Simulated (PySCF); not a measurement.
Molfile (atoms numbered from 1):
```
H5NSSi
     RDKit          3D

  8  7  0  0  0  0  0  0  0  0999 V2000
   -0.9882   -0.6470    0.3203 N   0  0  0  0  0  0  0  0  0  0  0  0
    0.1811    0.6040    0.1686 Si  0  0  0  0  0  4  0  0  0  0  0  0
    1.4424    0.2598   -1.5343 S   0  0  0  0  0  0  0  0  0  0  0  0
   -1.3027   -0.9690    1.2271 H   0  0  0  0  0  0  0  0  0  0  0  0
   -1.6408   -0.8707   -0.4211 H   0  0  0  0  0  0  0  0  0  0  0  0
   -0.3290    1.9824   -0.1116 H   0  0  0  0  0  0  0  0  0  0  0  0
    0.9193    0.6182    1.4661 H   0  0  0  0  0  0  0  0  0  0  0  0
    1.7745   -0.9980   -1.1673 H   0  0  0  0  0  0  0  0  0  0  0  0
  1  2  1  0
  2  3  1  0
  1  4  1  0
  1  5  1  0
  2  6  1  0
  2  7  1  0
  3  8  1  0
M  END
```

Geometry: PBE0-D3(BJ)/def2-SVP; GIAO absolute shieldings from PySCF 2.14.0 with density-fitted response routines, gas phase, non-relativistic, averaged over equivalent atoms.

At PBE0/pcSseg-1 (90 basis functions, 9.1 s wall time on 1 thread of an Arm Neoverse N1, shared host):
| atoms | σ (ppm) |
| --- | --- |
| N1 | 244.6 |
| Si2 | 378.7 |
| S3 | 695.2 |
| H6/H7 | 26.11 |
| H8 | 30.60 |
| H4/H5 | 30.78 |

Question: Predict the values at KT3/pcSseg-2 on the same geometry.

Answer: 
| atoms | σ at KT3/pcSseg-2 | change |
| --- | --- | --- |
| N1 | 234.6 | -10.0 |
| Si2 | 387.8 | +9.1 |
| S3 | 678.5 | -16.7 |
| H6/H7 | 26.08 | -0.03 |
| H8 | 30.85 | +0.25 |
| H4/H5 | 30.65 | -0.13 |

The largest change is at S3 (sulfur bonded to Si, H). Cost: 192 basis functions, 26 s wall time on 1 thread of an Arm Neoverse N1, shared host.
